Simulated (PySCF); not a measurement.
Can point charges reproduce the dipole moment of `FSF` (sulfur difluoride)?

Coordinates (PBE0-D3(BJ)/def2-TZVP, Å) and charges (e) from the PBE0/pcSseg-2 density (PySCF):

```tsv
atom	x	y	z	Mulliken	IAO	Hirshfeld	ESP-fitted
F1	-1.197	-0.382	0.002	-0.2509	-0.4178	-0.1164	-0.1091
S2	-0.012	0.679	-0.013	+0.5017	+0.8355	+0.2328	+0.2177
F3	1.215	-0.333	-0.008	-0.2508	-0.4177	-0.1163	-0.1086
```

**Question.** Compute μ = Σ q r for each scheme (1 e·Å = 4.803 D) and compare with the dipole of the full density.

**Answer.** The full density gives (-0.02, 1.17, -0.01) D, 1.17 D in size; dipole vectors point from the negative to the positive end.

| scheme | μx | μy | μz | size (D) | share of the full size (%) | angle to the full dipole (°) |
| --- | --- | --- | --- | --- | --- | --- |
| Mulliken | -0.05 | 2.50 | -0.03 | 2.50 | 214 | 0 |
| IAO | -0.08 | 4.16 | -0.04 | 4.16 | 356 | 0 |
| Hirshfeld | -0.02 | 1.16 | -0.01 | 1.16 | 99 | 0 |
| ESP-fitted | -0.02 | 1.08 | -0.01 | 1.08 | 93 | 0 |

**Question.** Which set comes closest?

**Answer.** Length of the difference vector: Hirshfeld 0.01 D, ESP-fitted 0.08 D, Mulliken 1.33 D, IAO 2.99 D. Closest: Hirshfeld. The schemes that divide the density aren't constrained to reproduce the dipole.

**Question.** What is left for the Hirshfeld atoms' own dipoles?

**Answer.** The Hirshfeld atoms' densities add up to the full density, so μ = Σ q r + Σ (atomic dipoles). The atomic dipoles sum to (-0.02, 1.17, -0.01) − (-0.02, 1.16, -0.01) = (0.00, 0.01, 0.00) D, 0.01 D in size.

**Question.** Give the size of the full dipole in other units.

**Answer.** 1.17 D = 0.460 au = 0.243 e·Å = 3.90 × 10⁻³⁰ C·m.

Isolated species at its PBE0-D3(BJ)/def2-TZVP geometry, gas phase.

These values come from a run that also computed NMR shieldings. On one thread, Intel Xeon Platinum 8375C at 2.90 GHz (x86_64), no GPU (shared host), this took 4.6 s of wall time (with the writing of density and orbital grids) and 0.49 GiB of memory at its peak.
